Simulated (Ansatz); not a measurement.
Program: Ansatz. Geometries: PBE0-D4/def2-TZVP. ΔE: electronic, gas phase. CCSD(T)/CBS is the MP2 limit (def2-TZVPP, def2-QZVPP) plus CCSD(T) − MP2 in def2-TZVPP, frozen cores. This one scheme is used for every species. DFT in def2-TZVPP. B3LYP here is the variant with VWN-RPA as its local correlation; programs differ in this. One conformer a species, not always the lowest.

`C#CC(C)N` + CH₃SH → `CSC(C)N` + `C#C`  (substitution at a C–C bond)

```csv
level,ΔE (kJ/mol),difference from CCSD(T)/CBS
B3LYP-D4,11.7,3.9
ωB97M-V,10.8,3.0
B2PLYP,14.3,6.5
B3LYP,18.3,10.5
HF/def2-TZVPP,26.4,18.6
MP2/def2-TZVPP,9.9,2.1
CCSD/def2-TZVPP,15.2,7.4
SCS-MP2/def2-QZVPP,11.0,3.2
HF/CBS(def2),26.4,18.6
MP2/CBS(def2),5.9,-1.9
CCSD(T)/CBS,7.8,0
```

Largest T1 diagnostic among the species: 0.013.

The D4 term adds −6.7 kJ/mol with B3LYP and −3.6 kJ/mol with PBE0; it sums over pairs of atoms, weighted by their polarisabilities, and B3LYP, whose exchange is more repulsive, gets the larger term. In def2-TZVPP, CCSD(T) changes the Hartree–Fock value by −14.6 kJ/mol (the triples alone add −3.4 kJ/mol) and MP2 by −16.5 kJ/mol.

CCSD(T)/CBS has its own doubt, a few kJ/mol and more with outer-core shells, so smaller differences from it don't rank the levels.
